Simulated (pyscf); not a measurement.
# Atom transfer: F–Ta(F)(F)(F)–F + H• -> HF + [F–Ta(F)(F)–F]•

Gas phase, doublet surface, charge 0. Bonds broken: F1–Ta2. Bonds formed: F1–H7. Optimised with ωB97X-D3(BJ)/def2-SVP in PySCF.

Transition state (Å):

```xyz
7

F     -1.7761    -0.7221     0.3432
Ta    -0.0220     0.1446    -0.0619
F      1.5439     1.1698    -0.2647
F     -1.0068     1.5062    -0.8764
F      0.2166    -1.3328    -1.1756
F      0.4398    -0.2081     1.7126
H     -2.0987    -1.8351    -0.2118
```

One imaginary mode, 2418i cm⁻¹; descent along it reached the two sides named, in the forms told below.

```json
[
 {"bond": "F1–Ta2", "change": "breaks", "reactant side (Å)": "1.882", "saddle": "1.998", "product side": "2.373"},
 {"bond": "F1–H7", "change": "forms", "reactant side (Å)": "3.3", "saddle": "1.285", "product side": "0.942"}
]
```

Electronic energies relative to the separated reactants (kcal/mol):

| level | barrier | reaction energy | reverse barrier |
|---|---|---|---|
| ωB97X-D3(BJ)/def2-TZVP | 28.7 | +2.7 | 26.0 |
| PBE/def2-TZVP | 16.2 | +3.6 | 12.6 |
| r²SCAN/def2-TZVP | 17.8 | +4.3 | 13.6 |
| B3LYP-D3(BJ)/def2-TZVP | 18.4 | -0.7 | 19.0 |
| PBE0-D3(BJ)/def2-TZVP | 21.4 | +0.5 | 20.9 |
| M06-2X/def2-TZVP | 24.1 | -5.5 | 29.6 |
| ωB97M-D3(BJ)/def2-TZVP | 26.0 | -1.0 | 27.0 |
| HF/def2-TZVP | 46.0 | -3.4 | 49.3 |

With ωB97M-D3(BJ)/def2-TZVP energies and thermal terms (ideal gas, 1 atm, RRHO with modes under 100 cm⁻¹ raised to 100, one conformer, R ln 2 for chiral ones without a mode under 150 cm⁻¹), in kcal/mol:

| T (K) | ΔH‡ | ΔG‡ | ΔH | ΔG |
|---|---|---|---|---|
| 298 | 26.0 | 32.0 | +2.9 | -0.4 |
| 600 | 25.5 | 38.2 | +2.1 | -3.6 |
| 900 | 25.2 | 44.7 | +1.0 | -6.2 |
| 1200 | 24.9 | 51.2 | 0.0 | -8.4 |

On the product side the descent ends in an adduct with a F–Ta contact, 9.1 kcal/mol under the separated species and 35.1 kcal/mol under the saddle at ωB97X-D3(BJ)/def2-TZVP. What is counted as broken (F–Ta) persists as a longer contact in the product adduct; parting that adduct is a step of its own. One saddle was located; it need not be the lowest between these sides. The angle at the transferred F is 121°: a side-on saddle, likely not the lowest. Open-shell species with a d-block atom are single-reference here; other states, and whether the spin sits on metal or ligand, were not checked. Elements past Kr carry the def2 core potentials, without spin-orbit coupling.
